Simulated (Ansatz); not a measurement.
Cost and result for the atomization energy of `CNCF` (10 atoms, 9 bonds).

Z-matrix (Å, degrees):
```
C
N 1 1.449
H 1 1.096 2 113.8
H 1 1.093 2 109.0 3 120.7
H 1 1.091 2 109.5 3 -121.9
C 2 1.397 1 116.4 3 -64.1
H 2 1.010 1 112.3 3 66.8
F 6 1.411 2 113.7 1 63.1
H 6 1.092 2 110.4 1 -177.9
H 6 1.093 2 110.2 1 -55.3
```

The species carries charge 0 and has multiplicity 1. All single points use the PBE0-D4/def2-TZVP geometry. It is one conformer, not always the lowest. Program: Ansatz. All runs use 2 threads of an AMD EPYC 7B13 on a shared host. Times are those of one run each, without the atoms' runs, and a repeat can differ threefold. Electronic energies, without spin–orbit coupling; frozen cores. CCSD(T)/CBS adds CCSD(T) − MP2 in def2-TZVPP to the MP2 limit, and its time is that of the two runs behind it. T1 = 0.011.

CCSD(T)/CBS is a level of theory with its own doubt, some kJ/mol a heavy atom from the limit and from the frozen cores, so smaller differences don't rank the functionals.

```
                             level  functions  wall time  atomization (kcal/mol)  difference from CCSD(T)/CBS  per bond
            LDA (SPW92)/def2-TZVPP        208      1.1 s                  1025.4                        138.8      15.4
              revPBE-D4/def2-TZVPP        208      1.8 s                   886.5                         -0.1       0.0
                BLYP-D4/def2-TZVPP        208      1.8 s                   891.1                          4.5       0.5
               BHLYP-D4/def2-TZVPP        208      2.2 s                   860.1                        -26.5      -2.9
                PBE0-D4/def2-TZVPP        208      2.5 s                   890.5                          3.9       0.4
           CAM-B3LYP-D4/def2-TZVPP        208      2.8 s                   895.0                          8.4       0.9
r2SCAN-D4/def2-TZVPP (with forces)        208      3.5 s                   886.1                         -0.5      -0.1
             r2SCANh-D4/def2-TZVPP        208      3.7 s                   880.2                         -6.4      -0.7
                  CCSD(T)/def2-SVP         86      3.7 s                   841.4                        -45.2      -5.0
  ωB97M-V/def2-TZVPP (with forces)        208        8 s                   890.4                          3.8       0.4
                    MP2/def2-QZVPP        408       19 s                   888.9                          2.3       0.3
                CCSD(T)/def2-TZVPP        208       72 s                   863.3                        -23.3      -2.6
                 CCSD(T)/CBS(def2)          –       91 s                   886.6                          0.0       0.0
```

From r2SCAN to r2SCAN0 (25 % exact exchange), in def2-TZVPP and without D4, the atomization energy moves by −14.4 kcal/mol: exact exchange takes away binding that semilocal exchange gives to molecules. In def2-TZVPP, CCSD(T) changes the Hartree–Fock value by +231.4 kcal/mol (the triples alone add +12.4 kcal/mol) and MP2 by +243.3 kcal/mol; breaking electron pairs costs correlation energy, which Hartree–Fock lacks. At CCSD(T), def2-SVP lies −45.2 kcal/mol from the extrapolated value and def2-TZVPP −23.2 kcal/mol: correlation converges slowly with the basis, and small sets miss more of it in the bonded molecule than in its fragments.
